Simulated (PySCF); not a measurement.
## State search for P2

Unrestricted PBE0; PySCF, no relativity, basis sets P aug-pcseg-1. Outer shells of the fragments: P 3s2 3p3; P 3s2 3p3.

Followed along the bond (rough minima from three points):

| 2Ms+1 | unpaired | ⟨S²⟩ at the start | R at minimum (Å) | Te (eV) |
| --- | --- | --- | --- | --- |
| 1 | none | 0.19 | 1.89 | 0.00 |
| 3 | π ↑↑ | 2.01 | 2.07 | 2.32 |
| 5 | π ↑↑↑↑ | 6.02 | none in the scan | ≤ 3.38 |

Solutions found at the starting distance of 2.130 Å, counted from the lowest of them; the search is not exhaustive and high or unbound solutions are not listed, so other states can lie among these:

```tsv
2Ms+1	unpaired	term	E (eV)	⟨S²⟩	⟨Lz²⟩
1	none	¹Σ⁺	0.00	0.19	0.00
3	π ↑↑	mixed	1.58	2.01	2.01
3	π ↑↑	mixed	2.22	2.01	2.01
1	π ↑↓	mixed	2.38	1.01	2.02
3	σ ↑, π ↑	³Π	2.82	2.01	1.01
5	π ↑↑↑↑	⁵Σ⁺	2.91	6.02	0.00
```

A term symbol is given only where ⟨S²⟩ and ⟨Lz²⟩ are close to those of a pure state; real π, δ and φ orbitals otherwise mix terms, and g/u labels are left off.

Q: Compare the gap between the two lowest followed solutions at the starting distance with the gap between their minima.

A: At PBE0 the second solution (triplet, unpaired electrons π ↑↑) lies +1.58 eV from the first (singlet, closed shell) at 2.130 Å and +2.32 eV at the minima; the two curves relax by different amounts, since their minima lie near 2.07 and 1.89 Å.

The measured ground state is X ¹Σg+ (Huber and Herzberg, Constants of Diatomic Molecules (1979)).

Counting both spins, an empty level lies below a filled one in some of these solutions, because spin and occupation are held.
